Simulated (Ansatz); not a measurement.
# Molybdenum, bcc: convergence with cold smearing

Computed with Ansatz, LDA, scalar-relativistic PAW, on the relaxed cell (a = 3.113 Å; spin not included). Errors count from a run at 420 eV on a Γ-centred 23×23×23 mesh with Fermi-Dirac smearing of 0.1 eV, extrapolated to zero width. Fixed here: cutoff 420 eV, mesh 14×14×14. The SCF starts from atomic densities corrected by a trained network.

```
width (eV)  E(σ→0) error (meV/atom)  F error (meV/atom)  P (GPa)  SCF iterations
      0.01                     18.9                18.9     0.07               6
       0.1                     18.8                18.3     0.26               5
       0.2                     18.0                15.1     0.19               5
       0.3                     15.2                10.6     0.08               6
       0.6                      3.3                -1.6    -0.39               6
       1.0                    -20.2                16.0    -2.08               6
```

Q: What does the run at 0.03 give (width)?

A: E(σ→0) error (meV/atom): 18.8; F error (meV/atom): 18.8; P (GPa): 0.13; SCF iterations: 5.
